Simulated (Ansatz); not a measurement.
# BNH₄ (singlet): wave-function methods side by side at a displaced geometry (v2), cc-pVDZ

How much of the correlation energy of BNH₄ (singlet) does each wave-function method recover here?

The runs use Ansatz 0.2.0, Gaussian basis; cc-pVDZ, core rule «outside noble gas», up to 2 orbitals frozen.

The runs, in order: UHF; CCSD(T) on RHF; BCCD(T) on RHF; CISD; CCSDT(Q) on RHF.

10 further runs of the same task are left out: 1 for a known fault of the program, 2 that didn't finish, 7 set aside as unsound or not needed.

### Step 1. What is computed

The geometry is a PBE0/def2-TZVP stationary point (not a proven minimum) with its atoms shifted at random (size 0.100 Å).

6 atoms, charge 0, spin multiplicity 1.

Atoms are counted from 1 here; the program's logs count them from 0.

Bond lengths: B1–N2 1.383 Å, B1–H3 1.181 Å, B1–H4 1.277 Å, N2–H5 0.979 Å, N2–H6 1.135 Å. Angles: N2–B1–H3 118.5°, N2–B1–H4 118.2°, H3–B1–H4 122.0°, B1–N2–H5 130.6°, B1–N2–H6 121.5°, H5–N2–H6 104.0°.

### Step 2. UHF

File in.yaml:

```yaml
crystal:
  periodic: [false, false, false]
  atoms:
    - {symbol: B, position_ang: [0.086207, 0.005717, 0.765667]}
    - {symbol: N, position_ang: [-0.078667, 0.014091, -0.607710]}
    - {symbol: H, position_ang: [-0.002047, 1.028571, 1.349495]}
    - {symbol: H, position_ang: [0.081062, -1.120506, 1.367709]}
    - {symbol: H, position_ang: [-0.021997, 0.748616, -1.251818]}
    - {symbol: H, position_ang: [0.111533, -0.913823, -1.232852]}
basis:
  gaussian: {orbitals: cc-pVDZ}
magnetization: {spin_polarized: true, initial_magnetization: 0}
hamiltonian: {xc: hf}
output: {orbitals: {seedname: orbitals}}
```

Run with:

```bash
> ansatz run in.yaml --threads 1 --pin off --events-out ev --progress --plain --max-ram 2176MiB
```

After this run come: CCSD(T) on RHF; BCCD(T) on RHF; CISD; CCSDT(Q) on RHF.

Q: Predict the results of all the runs planned. Wanted: RCCSDT(Q) below the RHF energy; RMP2 from RCCSDT(Q); RCCSD from RCCSDT(Q); RCCSD(T) from RCCSDT(Q); T1 diagnostic.

As calculated:

| quantity | value |
| --- | --- |
| RCCSDT(Q) below the RHF energy | -8.3149 eV |
| RMP2 from RCCSDT(Q) | +1017.1 meV |
| RCCSD from RCCSDT(Q) | +240.4 meV |
| RCCSD(T) from RCCSDT(Q) | +32.1 meV |
| levels within 1 kcal/mol (43 meV) | RCCSD(T), BCCD(T), RCCSDT |
| T1 diagnostic | 0.015 |

**Reading.** RCCSD(T) misses by +32.1 meV, 0.4 % of the correlation energy. These misses are within one basis, not against nature.
